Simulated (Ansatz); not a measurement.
# C2H4F2 (1,1-difluoroethane) at BHLYP/6-311+G(d,p)

Aim: the energy change on altering one bond length of C2H4F2 (1,1-difluoroethane) at BHLYP/6-311+G**, from 2 runs. 

The results are computed with Ansatz 0.2.0.

55 further runs of the same task are left out: 55 set aside as unsound or not needed.

## 1. The system as given

C2H4F2: 8 atoms, total charge 0, spin state singlet. As SMILES, `CC(F)F`. The coordinates come from a PBE0-D4/def2-TZVP relaxation.

Bond lengths: C1–C2 1.497 Å, C2–F3 1.361 Å, C2–F4 1.361 Å, C1–H5 1.091 Å, C1–H6 1.091 Å, C1–H7 1.090 Å, C2–H8 1.095 Å. Some angles: C1–C2–F3 110.3°, C1–C2–F4 110.3°, F3–C2–F4 107.0°, C1–C2–H8 114.0°, F3–C2–H8 107.5°, F4–C2–H8 107.5°, C2–C1–H5 109.4°, C2–C1–H6 109.9°, C2–C1–H7 109.9°, H5–C1–H6 109.3°.

## 2. The energy at BHLYP/6-311+G(d,p)

in.yaml

```yaml
basis:
  gaussian: {orbitals: 6-311+G_st__st_.json}
crystal:
  periodic: [false, false, false]
  atoms:
    - {symbol: C, position_ang: [0.003300, 0.777600, 0.023300]}
    - {symbol: C, position_ang: [-0.052000, -0.718200, -0.008200]}
    - {symbol: F, position_ang: [0.925500, -1.243400, 0.779100]}
    - {symbol: F, position_ang: [0.168200, -1.172100, -1.271900]}
    - {symbol: H, position_ang: [0.981400, 1.111900, -0.325400]}
    - {symbol: H, position_ang: [-0.157200, 1.132800, 1.041800]}
    - {symbol: H, position_ang: [-0.771000, 1.190600, -0.624000]}
    - {symbol: H, position_ang: [-1.006100, -1.136400, 0.329500]}
total_charge: 0
magnetization: {spin_polarized: false, initial_magnetization: 0}
hamiltonian: {xc: {name: BHLYP}}
accuracy: high
output: {orbitals: {seedname: orbitals}}
```

The basis set 6-311+G** is read from a file made from the Basis Set Exchange's data (not shown).

Run with:

```
ansatz run in.yaml --threads 1 --pin off --max-ram 3480MiB --events-out events.jsonl --progress --plain --runs-dir runs
```

Output:

```text
Warning: RAYON_NUM_THREADS=1 ignored (pool sized by the plan → 1); use --threads N
Functional definition: BHLYP
  name "BHLYP"
  parameter a = 0.5
  exchange = (1 - a)*b88_x + a*exact_x
  correlation = lyp_c
2216 factors; integrals over basis functions are off by at most 3.7e-9 eV
mean field evaluation 1: about -7568.3166 eV, gradient 4.4e1 eV
mean field evaluation 2: about -7569.6044 eV, gradient 3.7e1 eV
mean field evaluation 4: about -7571.8632 eV, gradient 1.7e0 eV
mean field evaluation 8: about -7572.1904 eV, gradient 1.6e-1 eV
mean field evaluation 16: about -7572.1905 eV, gradient 5.2e-6 eV
mean field -7572.19049668 eV, -278.2728681380 hartree, gradient 1.6e-8 eV, S^2 0.000000; 0 other end points of the search recorded, 0 dependent functions left out
reference -7572.19052645 eV, -278.2728692320 hartree; 17, 17 occupied and 95, 95 virtual orbitals, 2216 factors
Total energy: -7572.19052645 eV, -278.2728692320 hartree
```

Wall time 11 s (1 thread of Arm Neoverse V1, shared host); peak memory 0.36 GiB.

## 3. The distorted shape at the same level

in.yaml

```yaml
crystal:
  periodic: [false, false, false]
  atoms:
    - symbol: C
      position_ang: [0.480309, 0.986682, -0.145536]
    - symbol: C
      position_ang: [0.425009, -0.509118, -0.177036]
    - symbol: F
      position_ang: [1.402509, -1.034318, 0.610264]
    - symbol: F
      position_ang: [0.645209, -0.963018, -1.440736]
    - symbol: H
      position_ang: [1.458409, 1.320982, -0.494236]
    - symbol: H
      position_ang: [0.319809, 1.341882, 0.872964]
    - symbol: H
      position_ang: [-0.293991, 1.399682, -0.792836]
    - symbol: H
      position_ang: [-1.006100, -1.136400, 0.329500]
basis:
  gaussian:
    orbitals: 6-311+G_st__st_.json
output: {orbitals: {seedname: orbitals}}
accuracy: high
hamiltonian:
  xc: {name: BHLYP}
```

The basis set 6-311+G** is read from a file made from the Basis Set Exchange's data (not shown).

Run with:

```
ansatz run in.yaml --threads 1 --pin off --max-ram 3480MiB --events-out events.jsonl --progress --plain --runs-dir runs
```

Output:

```text
Warning: RAYON_NUM_THREADS=1 ignored (pool sized by the plan → 1); use --threads N
Functional definition: BHLYP
  name "BHLYP"
  parameter a = 0.5
  exchange = (1 - a)*b88_x + a*exact_x
  correlation = lyp_c
2228 factors; integrals over basis functions are off by at most 3.8e-9 eV
mean field evaluation 1: about -7565.7869 eV, gradient 4.5e1 eV
mean field evaluation 2: about -7566.8951 eV, gradient 4.1e1 eV
mean field evaluation 4: about -7569.6508 eV, gradient 1.7e0 eV
mean field evaluation 8: about -7569.9713 eV, gradient 1.4e-1 eV
mean field evaluation 16: about -7569.9714 eV, gradient 9.4e-6 eV
mean field -7569.97135347 eV, -278.1913161290 hartree, gradient 9.6e-8 eV, S^2 0.000000; 0 other end points of the search recorded, 0 dependent functions left out
reference -7569.97138346 eV, -278.1913172314 hartree; 17, 17 occupied and 95, 95 virtual orbitals, 2228 factors
Total energy: -7569.97138346 eV, -278.1913172314 hartree
```

Run time: 11 s. Hardware: 1 thread of Arm Neoverse V1, shared host; peak memory 0.36 GiB.

## 4. Outcome

Level: BHLYP/6-311+G**.

| quantity | value |
| --- | --- |
| first shape: total energy | -278.27287 Eh |
| first shape: HOMO energy | -11.52 eV |
| first shape: LUMO energy | 0.73 eV |
| first shape: HOMO–LUMO gap | 12.25 eV |
| distorted shape: total energy | -278.19132 Eh |
| distorted shape: HOMO energy | -10.13 eV |
| distorted shape: LUMO energy | 0.00 eV |
| distorted shape: HOMO–LUMO gap | 10.12 eV |
| energy change with the C2–H8 bond stretched from 1.095 to 1.643 Å | 2.219 eV |

**Reading.** With the C2–H8 bond stretched from 1.095 to 1.643 Å the energy rises by 2.22 eV (51 kcal/mol). The first shape isn't relaxed at this level, so the change isn't measured from a minimum.
